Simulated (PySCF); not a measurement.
The vertical singlet excitations below were computed for one of the candidates. Method: PySCF, TDDFT CAM-B3LYP/def2-SVPD, vertical, gas phase, core orbitals frozen in the response. Geometries: PBE0-D3(BJ)/def2-SVP, one conformer each.

```json
{"state": "S1", "E (eV)": "8.57", "λ (nm)": "144.6", "f": "0.014"}
{"state": "S2", "E (eV)": "8.71", "λ (nm)": "142.4", "f": "0.018"}
{"state": "S3", "E (eV)": "8.71", "λ (nm)": "142.3", "f": "0.041"}
{"state": "S4", "E (eV)": "8.87", "λ (nm)": "139.8", "f": "0.0053"}
{"state": "S5", "E (eV)": "9.26", "λ (nm)": "133.9", "f": "0.0002"}
{"state": "S6", "E (eV)": "9.37", "λ (nm)": "132.3", "f": "0.0029"}
{"state": "S7", "E (eV)": "9.47", "λ (nm)": "130.9", "f": "0.038"}
{"state": "S8", "E (eV)": "9.50", "λ (nm)": "130.5", "f": "0.0065"}
{"state": "S9", "E (eV)": "9.53", "λ (nm)": "130.1", "f": "0.0050"}
{"state": "S10", "E (eV)": "9.58", "λ (nm)": "129.4", "f": "0.0000"}
```

Triplets computed (Tamm–Dancoff): 8.30, 8.39, 8.47, 8.68 eV.

**Question.** Which structure fits? All have the formula C4H7F.
A. `FC1CCC1`
B. `CC/C=C\F`
C. `C[C@@H]1C[C@H]1F`

**Answer.** A. Its S1, at 8.57 eV, is the highest among the candidates; the nearest of the others has S1 at 7.95 eV. S1 is HOMO→LUMO (78%), HOMO→LUMO+1 (18%). Löwdin shares by element: HOMO carbon 45% or more, fluorine 18% (atoms not listed hold the other 37%); LUMO carbon 43% or more, hydrogen 12% or more (atoms not listed hold the other 45%). At the same level the other candidates give, for their lowest levels:
- `C[C@@H]1C[C@H]1F`: 7.95 eV (f 0.006); 8.05 eV (f 0.012); 8.28 eV (f 0.008); 8.37 eV (f 0.011); 8.70 eV (f 0.020); T1 7.72 eV; HOMO -9.44, LUMO 1.49 eV
- `CC/C=C\F`: 6.87 eV (f 0.029); 7.42 eV (f 0.398); 7.75 eV (f 0.039); 8.04 eV (f 0.006); 8.49 eV (f 0.023); T1 4.40 eV; HOMO -8.64, LUMO 1.29 eV
